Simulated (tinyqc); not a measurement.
Inside a calculation (part 2 of 2). Method: MP2 on RHF in the sto-6g basis, for BH3, spin multiplicity 1. Computed by tinyqc, a small Python program that keeps every step (integrals from PySCF). Command: `OMP_NUM_THREADS=1 python tinyqc.py 22504 22505 out.jsonl` (the two numbers bound the seeds that draw the settings). One thread of a shared host (Intel(R) Xeon(R) Processor @ 2.60GHz), about 0.3 s of CPU time with the checks.

Geometry (angstrom):
```
atom,x,y,z
B,0.000000,0.000000,0.001000
H,1.310000,0.000000,0.000000
H,-0.655000,1.134000,0.000000
H,-0.655000,-1.134000,0.000000
```

## Integrals over molecular orbitals

coefficients C:
```
,MO1,MO2,MO3,MO4,MO5,MO6,MO7,MO8
1B 1s,0.994499,-0.215415,0.000000,-0.000074,-0.000344,-0.241767,0.000649,0.000000
1B 2s,0.022393,0.594182,0.000000,0.000295,0.001576,1.273774,-0.003658,0.000000
1B 2px,-0.000003,-0.000177,0.000000,0.501179,0.000000,0.002723,1.107401,0.000000
1B 2py,0.000000,0.000000,0.501198,0.000000,0.000000,0.000000,0.000000,1.107451
1B 2pz,-0.000002,-0.000128,0.000000,0.000000,0.999999,-0.001733,0.000005,0.000000
2H 1s,-0.003711,0.279893,0.000000,0.532312,-0.000589,-0.677369,-0.883647,0.000000
3H 1s,-0.003713,0.280165,0.460900,-0.265978,-0.000589,-0.674076,0.444709,-0.767040
4H 1s,-0.003713,0.280165,-0.460900,-0.265978,-0.000589,-0.674076,0.444709,0.767040
```

core Hamiltonian H = T + V (hartree), lower triangle:
```
,1B 1s,1B 2s,1B 2px,1B 2py,1B 2pz,2H 1s,3H 1s,4H 1s
1B 1s,-13.656597
1B 2s,-3.399149,-4.560731
1B 2px,0.000016,0.000115,-3.860762
1B 2py,0.000000,0.000000,0.000000,-3.860761
1B 2pz,0.000037,0.000323,0.000000,0.000000,-3.708602
2H 1s,-0.681310,-1.690424,-1.596441,0.000000,0.001275,-2.939487
3H 1s,-0.681972,-1.691459,0.798874,-1.383045,0.001276,-0.320547,-2.940185
4H 1s,-0.681972,-1.691459,0.798874,1.383045,0.001276,-0.320547,-0.320942,-2.940185
```

Given earlier and not repeated: Two-electron integrals (ij|kl) in chemists' order.

(pq|rs) = sum C_ip C_jq C_kr C_ls (ij|kl), one index at a time.

one-electron integrals over orbitals h = C^T H C (hartree), lower triangle:
```
,1,2,3,4,5,6,7,8
1,-13.644652
2,0.291997,-3.658286
3,0.000000,0.000000,-3.360568
4,0.000110,0.000103,0.000000,-3.360326
5,0.000510,-0.000457,0.000000,-0.000001,-3.708600
6,0.311175,-0.643990,0.000000,-0.001995,0.000907,-2.943580
7,-0.000822,0.001939,0.000000,-0.639619,-0.000002,-0.000455,-3.117754
8,0.000000,0.000000,-0.639454,0.000000,0.000000,0.000000,0.000000,-3.117727
```

Two-electron integrals over orbitals (pq|rs), unique and non-zero (hartree):
```
p,q,r,s,(pq|rs)
1,1,1,1,2.899881
2,1,1,1,-0.248716
2,1,2,1,0.034017
2,2,1,1,0.590905
2,2,2,1,-0.008293
2,2,2,2,0.429459
3,1,3,1,0.007011
3,2,3,1,0.011475
3,2,3,2,0.117044
3,3,1,1,0.519514
3,3,2,1,-0.003009
3,3,2,2,0.421378
3,3,3,3,0.473393
4,1,1,1,-0.000088
4,1,2,1,0.000009
4,1,2,2,-0.000013
4,1,3,3,-0.003541
4,1,4,1,0.007010
4,2,1,1,-2.41e-06
4,2,2,1,-0.000007
4,2,2,2,-0.000107
4,2,3,3,-0.064148
4,2,4,1,0.011470
4,2,4,2,0.116954
4,3,3,1,-0.003535
4,3,3,2,-0.064120
4,3,4,3,0.049999
4,4,1,1,0.519457
4,4,2,1,-0.003012
4,4,2,2,0.421255
4,4,3,3,0.373225
4,4,4,1,0.003544
4,4,4,2,0.064195
4,4,4,4,0.473442
5,1,1,1,-0.000405
5,1,2,1,0.000052
5,1,2,2,-0.000028
5,1,3,3,-0.000014
5,1,4,1,2.37e-08
5,1,4,4,-0.000014
5,1,5,1,0.022143
5,2,1,1,0.000246
5,2,2,1,-0.000016
5,2,2,2,-0.000012
5,2,3,3,-0.000017
5,2,4,2,1.88e-08
5,2,4,4,-0.000017
5,2,5,1,0.020848
5,2,5,2,0.068003
5,3,3,1,0.000006
5,3,3,2,-0.000048
5,3,4,3,0.000048
5,3,5,3,0.016176
5,4,1,1,2.15e-07
5,4,2,1,-1.02e-08
5,4,2,2,6.92e-08
5,4,3,3,0.000048
5,4,4,1,0.000006
5,4,4,2,-0.000048
5,4,4,4,-0.000048
5,4,5,1,0.000008
5,4,5,2,0.000017
5,4,5,4,0.016173
5,5,1,1,0.743080
5,5,2,1,-0.009068
5,5,2,2,0.454730
5,5,3,3,0.418541
5,5,4,1,-2.95e-06
5,5,4,2,-0.000005
5,5,4,4,0.418505
5,5,5,1,0.000052
5,5,5,2,0.000292
5,5,5,4,1.96e-07
5,5,5,5,0.587109
6,1,1,1,-0.283665
6,1,2,1,0.039754
6,1,2,2,-0.008973
6,1,3,3,-0.003073
6,1,4,1,0.000046
6,1,4,2,0.000044
6,1,4,4,-0.003047
6,1,5,1,0.000030
6,1,5,2,-0.000045
6,1,5,4,8.50e-09
6,1,5,5,-0.007895
6,1,6,1,0.046578
6,2,1,1,0.230303
6,2,2,1,-0.009679
6,2,2,2,0.046888
6,2,3,3,0.022022
6,2,4,1,0.000017
6,2,4,2,0.000022
6,2,4,4,0.021921
6,2,5,1,-0.000044
6,2,5,2,-3.33e-06
6,2,5,4,1.93e-07
6,2,5,5,0.114878
6,2,6,1,-0.010314
6,2,6,2,0.074297
6,3,3,1,0.003510
6,3,3,2,-0.044066
6,3,4,3,0.042496
6,3,5,3,0.000055
6,3,6,3,0.062346
6,4,1,1,0.000646
6,4,2,1,-0.000017
6,4,2,2,0.000192
6,4,3,3,0.042733
6,4,4,1,0.003496
6,4,4,2,-0.044296
6,4,4,4,-0.042585
6,4,5,1,-1.63e-08
6,4,5,2,2.99e-07
6,4,5,4,0.000055
6,4,5,5,0.000331
6,4,6,1,-1.58e-07
6,4,6,2,0.000322
6,4,6,4,0.062687
6,5,1,1,-0.000207
6,5,2,1,-0.000006
6,5,2,2,-0.000098
6,5,3,3,-0.000040
6,5,4,1,5.26e-08
6,5,4,2,4.10e-07
6,5,4,4,-0.000040
6,5,5,1,0.022757
6,5,5,2,0.063770
6,5,5,4,0.000066
6,5,5,5,-2.13e-06
6,5,6,1,-0.000040
6,5,6,2,-0.000184
6,5,6,4,-4.36e-07
6,5,6,5,0.064514
6,6,1,1,0.609020
6,6,2,1,-0.011789
6,6,2,2,0.423606
6,6,3,3,0.420402
6,6,4,1,0.000059
6,6,4,2,0.000547
6,6,4,4,0.421001
6,6,5,1,-0.000090
6,6,5,2,-0.000178
6,6,5,4,-3.78e-07
6,6,5,5,0.446376
6,6,6,1,-0.012590
6,6,6,2,0.029665
6,6,6,4,-0.000154
6,6,6,5,-0.000229
6,6,6,6,0.438394
7,1,1,1,0.000766
7,1,2,1,-0.000113
7,1,2,2,0.000008
7,1,3,3,-0.004951
7,1,4,1,0.012461
7,1,4,2,0.018066
7,1,4,4,0.004976
7,1,5,1,-8.37e-08
7,1,5,2,1.15e-07
7,1,5,4,0.000011
7,1,5,5,0.000020
7,1,6,1,-0.000070
7,1,6,2,0.000061
7,1,6,4,0.006214
7,1,6,5,1.90e-07
7,1,6,6,0.000136
7,1,7,1,0.022300
7,2,1,1,-0.000688
7,2,2,1,0.000025
7,2,2,2,-0.000142
7,2,3,3,0.022909
7,2,4,1,0.007876
7,2,4,2,-0.001053
7,2,4,4,-0.023048
7,2,5,1,1.14e-07
7,2,5,2,-6.36e-08
7,2,5,4,0.000065
7,2,5,5,-0.000338
7,2,6,1,0.000064
7,2,6,2,-0.000107
7,2,6,4,0.046733
7,2,6,5,5.12e-07
7,2,6,6,-0.000121
7,2,7,1,0.013283
7,2,7,2,0.049154
7,3,3,1,0.002475
7,3,3,2,0.047872
7,3,4,3,-0.024064
7,3,5,3,-0.000038
7,3,6,3,-0.031664
7,3,7,3,0.034035
7,4,1,1,0.208565
7,4,2,1,-0.004867
7,4,2,2,0.050056
7,4,3,3,0.052500
7,4,4,1,-0.002491
7,4,4,2,-0.047616
7,4,4,4,0.004721
7,4,5,1,-6.65e-07
7,4,5,2,0.000111
7,4,5,4,0.000038
7,4,5,5,0.103867
7,4,6,1,-0.004767
7,4,6,2,0.071680
7,4,6,4,0.031761
7,4,6,5,-0.000063
7,4,6,6,0.028327
7,4,7,1,-0.004256
7,4,7,2,0.010242
7,4,7,4,0.106879
7,5,1,1,4.72e-07
7,5,2,1,1.06e-08
7,5,2,2,1.22e-07
7,5,3,3,-0.000074
7,5,4,1,0.000020
7,5,4,2,0.000145
7,5,4,4,0.000074
7,5,5,1,-0.000062
7,5,5,2,-0.000178
7,5,5,4,0.016197
7,5,5,5,-6.29e-08
7,5,6,1,1.94e-07
7,5,6,2,5.26e-07
7,5,6,4,-0.000063
7,5,6,5,-0.000120
7,5,6,6,1.26e-06
7,5,7,1,0.000033
7,5,7,2,0.000017
7,5,7,4,-0.000060
7,5,7,5,0.020567
7,6,1,1,0.000105
7,6,2,1,4.77e-06
7,6,2,2,-0.000049
7,6,3,3,-0.058826
7,6,4,1,0.012228
7,6,4,2,0.106972
7,6,4,4,0.058957
7,6,5,1,2.08e-07
7,6,5,2,5.96e-07
7,6,5,4,-0.000063
7,6,5,5,0.000037
7,6,6,1,0.000063
7,6,6,2,0.000057
7,6,6,4,-0.046762
7,6,6,5,8.65e-07
7,6,6,6,0.000588
7,6,7,1,0.019991
7,6,7,2,-0.005696
7,6,7,4,-0.049910
7,6,7,5,0.000128
7,6,7,6,0.110350
7,7,1,1,0.668129
7,7,2,1,-0.008718
7,7,2,2,0.444104
7,7,3,3,0.404334
7,7,4,1,-0.000568
7,7,4,2,0.029305
7,7,4,4,0.471452
7,7,5,1,-0.000011
7,7,5,2,0.000053
7,7,5,4,-0.000043
7,7,5,5,0.469782
7,7,6,1,-0.008624
7,7,6,2,0.051800
7,7,6,4,-0.036720
7,7,6,5,-0.000038
7,7,6,6,0.448967
7,7,7,1,-0.001656
7,7,7,2,-0.029065
7,7,7,4,0.047483
7,7,7,5,0.000030
7,7,7,6,0.030018
7,7,7,7,0.512956
8,1,3,1,0.012462
8,1,3,2,0.018070
8,1,4,3,-0.004950
8,1,5,3,0.000011
8,1,6,3,0.006237
8,1,7,3,0.004242
8,1,8,1,0.022300
8,2,3,1,0.007874
8,2,3,2,-0.001112
8,2,4,3,0.023001
8,2,5,3,0.000065
8,2,6,3,0.046702
8,2,7,3,-0.010705
8,2,8,1,0.013278
8,2,8,2,0.049168
8,3,1,1,0.208539
8,3,2,1,-0.004869
8,3,2,2,0.049959
8,3,3,3,0.004639
8,3,4,1,0.002484
8,3,4,2,0.047756
8,3,4,4,0.052610
8,3,5,1,-6.60e-07
8,3,5,2,0.000111
8,3,5,4,-0.000038
8,3,5,5,0.103845
8,3,6,1,-0.004745
8,3,6,2,0.071645
8,3,6,4,-0.031451
8,3,6,5,-0.000062
8,3,6,6,0.028836
8,3,7,1,0.004274
8,3,7,2,-0.010769
8,3,7,4,0.042204
8,3,7,5,0.000061
8,3,7,6,0.050190
8,3,7,7,0.069027
8,3,8,3,0.107039
8,4,3,1,0.002488
8,4,3,2,0.047762
8,4,4,3,-0.023948
8,4,5,3,-0.000038
8,4,6,3,-0.031490
8,4,7,3,0.031118
8,4,8,1,0.004265
8,4,8,2,-0.010564
8,4,8,4,0.033862
8,5,3,1,0.000020
8,5,3,2,0.000145
8,5,4,3,-0.000074
8,5,5,3,0.016196
8,5,6,3,-0.000063
8,5,7,3,0.000061
8,5,8,1,0.000033
8,5,8,2,0.000017
8,5,8,4,0.000061
8,5,8,5,0.020565
8,6,3,1,0.012232
8,6,3,2,0.106853
8,6,4,3,-0.058629
8,6,5,3,-0.000063
8,6,6,3,-0.046294
8,6,7,3,0.050171
8,6,8,1,0.019998
8,6,8,2,-0.005586
8,6,8,4,0.050052
8,6,8,5,0.000127
8,6,8,6,0.110022
8,7,3,1,0.000468
8,7,3,2,-0.030186
8,7,4,3,0.034014
8,7,5,3,0.000044
8,7,6,3,0.037214
8,7,7,3,-0.011320
8,7,8,1,0.001521
8,7,8,2,0.028970
8,7,8,4,-0.011212
8,7,8,5,-0.000031
8,7,8,6,-0.030647
8,7,8,7,0.034484
8,8,1,1,0.668135
8,8,2,1,-0.008718
8,8,2,2,0.444153
8,8,3,3,0.471772
8,8,4,1,0.000498
8,8,4,2,-0.029896
8,8,4,4,0.403980
8,8,5,1,-0.000011
8,8,5,2,0.000053
8,8,5,4,0.000044
8,8,5,5,0.469790
8,8,6,1,-0.008615
8,8,6,2,0.051928
8,8,6,4,0.037335
8,8,6,5,-0.000038
8,8,6,6,0.448650
8,8,7,1,0.001596
8,8,7,2,0.028788
8,8,7,4,0.069229
8,8,7,5,-0.000030
8,8,7,6,-0.030480
8,8,7,7,0.444800
8,8,8,3,0.047115
8,8,8,8,0.513289
```

## Second-order Moller-Plesset energy

orbital energies (hartree): MO1 -7.533055, MO2 -0.629765, MO3 -0.432995, MO4 -0.432972, MO5 0.238620, MO6 0.558569, MO7 0.645916, MO8 0.645984

Hartree-Fock energy = -26.29220605 hartree

E2 = sum_ijab (ia|jb) [2 (ia|jb) - (ib|ja)] / (e_i + e_j - e_a - e_b) over occupied i, j and virtual a, b; the opposite-spin part is (ia|jb)^2 / denominator, the rest is same-spin, and SCS-MP2 scales them by 6/5 and 1/3.

Terms (the 40 largest of 136):
```
i,j,a,b,(ia|jb),(ib|ja),denominator,term
3,3,8,8,0.107039,0.107039,-2.157956,-0.005309
4,4,7,7,0.106879,0.106879,-2.157776,-0.005294
2,4,6,7,0.071680,0.046733,-2.267222,-0.003055
4,2,7,6,0.071680,0.046733,-2.267222,-0.003055
3,2,8,6,0.071645,0.046702,-2.267312,-0.003052
2,3,6,8,0.071645,0.046702,-2.267312,-0.003052
2,2,5,5,0.068003,0.068003,-1.736770,-0.002663
2,2,6,6,0.074297,0.074297,-2.376668,-0.002323
4,4,6,6,0.062687,0.062687,-1.983081,-0.001982
3,3,6,6,0.062346,0.062346,-1.983127,-0.001960
4,3,7,8,0.042204,0.031118,-2.157866,-0.001042
3,4,8,7,0.042204,0.031118,-2.157866,-0.001042
2,2,8,8,0.049168,0.049168,-2.551497,-0.000947
2,2,7,7,0.049154,0.049154,-2.551362,-0.000947
3,3,7,7,0.034035,0.034035,-2.157821,-0.000537
4,4,8,8,0.033862,0.033862,-2.157911,-0.000531
4,4,7,6,0.031761,0.031761,-2.070429,-0.000487
4,4,6,7,0.031761,0.031761,-2.070429,-0.000487
3,3,6,7,-0.031664,-0.031664,-2.070474,-0.000484
3,3,7,6,-0.031664,-0.031664,-2.070474,-0.000484
4,3,8,6,-0.031490,-0.031451,-2.070519,-0.000480
3,4,6,8,-0.031490,-0.031451,-2.070519,-0.000480
3,4,8,6,-0.031451,-0.031490,-2.070519,-0.000477
4,3,6,8,-0.031451,-0.031490,-2.070519,-0.000477
4,2,6,7,0.046733,0.071680,-2.267222,-0.000449
2,4,7,6,0.046733,0.071680,-2.267222,-0.000449
3,2,6,8,0.046702,0.071645,-2.267312,-0.000448
2,3,8,6,0.046702,0.071645,-2.267312,-0.000448
3,4,7,8,0.031118,0.042204,-2.157866,-0.000289
4,3,8,7,0.031118,0.042204,-2.157866,-0.000289
3,3,5,5,0.016176,0.016176,-1.343229,-0.000195
4,4,5,5,0.016173,0.016173,-1.343183,-0.000195
1,1,6,6,0.046578,0.046578,-16.183247,-0.000134
2,1,5,5,0.020848,0.020848,-8.640059,-0.000050
1,2,5,5,0.020848,0.020848,-8.640059,-0.000050
3,2,8,7,-0.010769,-0.010705,-2.354659,-0.000050
2,3,7,8,-0.010769,-0.010705,-2.354659,-0.000050
2,3,8,7,-0.010705,-0.010769,-2.354659,-0.000048
3,2,7,8,-0.010705,-0.010769,-2.354659,-0.000048
4,2,8,8,-0.010564,-0.010564,-2.354704,-0.000047
```

Pair energies (hartree; pair i-j sums ij and ji):
```
pair,opposite spin,same spin
1-1,-0.000226,0
2-1,-0.000198,0
2-2,-0.006880,0
3-1,-0.000021,-0.000026
3-2,-0.006648,-0.000549
3-3,-0.008969,0
4-1,-0.000021,-0.000026
4-2,-0.006643,-0.000549
4-3,-0.004462,-0.000114
4-4,-0.008976,0
```

MP2 correlation energy = -0.04430898 hartree

SCS-MP2 correlation energy = -0.05207504 hartree

MP2 total energy = -26.33651503 hartree
